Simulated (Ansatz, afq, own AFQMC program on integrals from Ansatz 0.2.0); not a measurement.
Where AFQMC and coupled cluster stand for SiH₃, doublet

```xyz
4

Si    2.1590   -0.6796    2.1294
H     3.0338    0.4053    2.6675
H     1.4722   -1.4200    3.2301
H     2.9262   -1.6082    1.2459
```

Basis def2-SVP. Only valence electrons are correlated. Ansatz 0.2.0 and our own AFQMC program on the same integrals; the CISD trial comes from CCSD amplitudes, and released means the phaseless constraint is let go. Free projection: walkers drawn from exp(T), propagated without any constraint. Its projection time is finite, and what remains of the start isn't in its error. Uncertainties: one standard error, sampling alone.

Determinant: UHF, the one that the program's search chose, which needn't be the lowest solution. The geometry is a PBE0/def2-SVP stationary point of this or a neighbouring charge and spin state.

Full CI is exact in this basis; its frozen core comes from its own orbitals, which moves totals by up to a few meV.

Cautions: full CI with its own frozen core.

```
T1 diagnostic                               : 0.0114
weight of the determinant in the CISD state : 0.932
⟨S²⟩ of the determinant                     : 0.754
size of the correlated space                : 7 electrons in 28 orbitals
```

```csv
level,correlation energy (eV)
MP2,-2.5483
CCSD,-3.2509
CCSD(T),-3.3097
```

Problem. Estimate where AFQMC with the constraint released lies against CCSD(T) on the same integrals.

Solution. 0.41 ± 0.02 kcal/mol below CCSD(T).

Reference: full CI, correlation energy -3.327 eV. The released energy is read at 1.50 1/Eh (meV from the phaseless value at times in 1/Eh: -1.8 ± 0.9 at 0.24, -1.9 ± 0.9 at 0.50, -3.1 ± 0.6 at 1.00, -2.7 ± 0.7 at 1.50). CCSDTQ lies 0.3 meV below full CI, in part by the other frozen core, which shifts every row alike, so rows that close can't be ranked against it.

| level | E − E(reference) (kcal/mol) | share of correlation (%) |
| --- | --- | --- |
| CCSD(T) | 0.40 | 99.48 |
| CCSDT | 0.02 | 99.97 |
| CCSDT(Q) | 0.00 | 100.00 |
| CCSDTQ | -0.01 | 100.01 |
| ph-AFQMC/HF | -0.16 ± 0.28 | 100.21 |
| ph-AFQMC/CISD | 0.05 ± 0.02 | 99.94 |
| released AFQMC | -0.01 ± 0.02 | 100.02 |
| free AFQMC | -0.03 ± 0.02 | 100.03 |

CCSDT and higher add their correlation energy to the determinant of the CCSD(T) run, since their own runs factorise the integrals more tightly (a shift of under 2 meV). Free projections are given only where their last times agree within the noise and don't stop above the reference; a slow remainder of the start can still hide under it. Released energies are given only where the last usable release times agree within the noise; a slower fall can still hide under it.
